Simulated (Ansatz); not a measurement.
Basis-set extrapolation for CH₄AlCl (`[CH3][AlH][Cl]`) (PBE0-D4/def2-TZVP geometry, frozen core, Ansatz 0.2.0). Multiplicity 1, RHF reference.

```json
{"": "HF", "def2-TZVPP": "-741.727376", "def2-QZVPP": "-741.749259"}
{"": "MP2 correlation", "def2-TZVPP": "-0.447462", "def2-QZVPP": "-0.484837"}
{"": "CCSD(T) correlation", "def2-TZVPP": "-0.506827", "def2-QZVPP": "not run"}
```

Energies in hartree. Use E(X) = E(∞) + A·exp(−7.88·√X) for Hartree–Fock and E(X) = E(∞) + B·X^(−2.97) for correlation, with X = 3 and 4, and add CCSD(T) minus MP2 of the smaller set to the MP2 limit.

Problem. What is the CCSD(T) energy at the basis-set limit?

Solution. HF limit: -741.749259 + (-0.021883) × 0.13774 = -741.75227. MP2 limit: -0.484837 + (-0.037375) × 0.74074 = -0.51252. Higher-order term: -0.506827 − (-0.447462) = -0.05937. Total: -742.32416 hartree, 236.2 kJ/mol below CCSD(T)/def2-TZVPP.
